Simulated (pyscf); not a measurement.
`[CH]=[C]=[NH]` [doublet] + `[H][H]` -> `[CH2][C]#[N]` [doublet] + `[H][H]`, a concerted two-bond exchange (doublet surface; H–N, H–H broken, C–H, H–H formed). PySCF, gas phase, ωB97X-D3(BJ)/def2-SVP geometries. Energies in kJ/mol from the separated reactants.

Small-basis levels: PySCF, no dispersion term, spherical d functions. AM1 to PM7: differences of heats of formation from MOPAC, which are fitted to 298 K values and so differ in kind from electronic energies by zero-point and thermal terms. GFN2-xTB: tblite. Open shells are spin-unrestricted. 

```csv
level,barrier,reaction energy
HF/6-31G*,234.8,-168.2
MP2/6-31G*,___,-167.1
B3LYP/STO-3G,138.6,-180.1
GFN2-xTB,116.2,-75.2
AM1,___,-126.6
PM3,244.2,-107.7
PM7,216.9,-150.7
ωB97M-D3(BJ)/def2-TZVP,___,-132.2
```

**Question.** Fill in the missing entries.

**Answer.** 
- MP2/6-31G*, barrier: 178.5
- AM1, barrier: 276.7
- ωB97M-D3(BJ)/def2-TZVP, barrier: 142.5

Against the last row the barrier runs from -26.3 (GFN2-xTB) to +134.2 kJ/mol (AM1). ωB97M-D3(BJ)/def2-TZVP has limits of its own. One saddle was located; it need not be the lowest between these sides.
